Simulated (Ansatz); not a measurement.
SiH3, doublet in 6-31G: errors against full CI

Geometry: a point of a stretch scan, not a stationary point.

```xyz
4

Si    0.0045    0.0078   -0.0466
H     1.4198    0.0224    0.4063
H    -0.7166    1.2279    0.4002
H    -0.8293   -1.4673    0.4922
```

Basis 6-31G; Ansatz 0.2.0. Only valence electrons are correlated (noble-gas cores frozen), which leaves 7 electrons in 14 orbitals. Prefix R: restricted or restricted open-shell reference; prefix U: unrestricted. Active spaces: pair = (3e, 3o) about the gap; valence = (7e, 7o) chosen from the atoms' valence shells.

Full CI is exact within this basis and frozen core; it isn't the basis-set limit. The frozen core follows each run's orbitals, which can shift R against U totals by a few meV.

For open shells CISD and CISDTQ are restricted-active-space CI with the open shells as a complete middle space.

* UHF ⟨S²⟩: 0.756
* T1 diagnostic (RCCSD): 0.0142
* largest doubles amplitude (RCCSD): 0.089
* T1 diagnostic (UCCSD): 0.0099

```csv
level,E − E(RHF) (eV)
UHF,-0.0223
RMP2,-1.4114
UMP2,-1.4185
RCCSD,-2.0245
UCCSD,-2.0247
RCCSD(T),-2.0491
UCCSD(T),-2.0492
```

Question: Estimate how far full CI in 6-31G lies from RCCSD(T). The table doesn't fix it; the size of (T) and the diagnostics are the guide.

Answer: Full CI in 6-31G lies 1.2 kJ/mol below RCCSD(T), which is 49 % of the (T) step (-2.4 kJ/mol). The diagnostics give no warning, yet the rest is a sizeable part of (T).

The other levels:

```csv
level,E − E(full CI) (kJ/mol),share of correlation (%),wall time
CISD,10.1,94.93,0.3 s
BCCD(T),1.2,99.42,0.39 s
RCCSDT,0.1,99.94,–
UCCSDT,0.1,99.94,–
CISDTQ,0.2,99.92,0.6 s
RCCSDT(Q),0.0,99.98,2 s
UCCSDT(Q),0.0,99.99,1.9 s
RCCSDTQ,0.0,100.00,9.5 s
UCCSDTQ,0.0,100.00,9.5 s
CASSCF (pair space),143.4,27.87,–
NEVPT2 (pair space),44.3,77.70,0.15 s
MRCISD (pair space),5.1,97.45,–
MRCISD+Q (pair space),-0.6,100.32,0.27 s
CASSCF (valence space),51.6,74.05,–
NEVPT2 (valence space),15.4,92.26,1.1 s
MRCISD (valence space),1.5,99.25,–
MRCISD+Q (valence space),0.8,99.60,1.6 s
```

The correlation energy at full CI, counted from RHF, is -2.061 eV. That run took 1 s on 1 thread of Arm Neoverse V1, shared host over 182,260 determinants.

Times hold each run's SCF and search for its determinant on a shared host, so for small cases they say little of a method's own cost; they ran on 1 thread of Arm Neoverse V1. Some runs computed forces too.

More than 5 meV below full CI, which no variational method can be: MRCISD+Q (pair space).

The full-CI state has the irrep A' of Cs, in the program's axes.

Natural occupations of full CI about the gap: 1.974 1.961 1.942 0.996 0.052 0.029 0.025 0.005 0.005 0.004; effectively unpaired electrons, Σ n²(2−n)², 1.04.
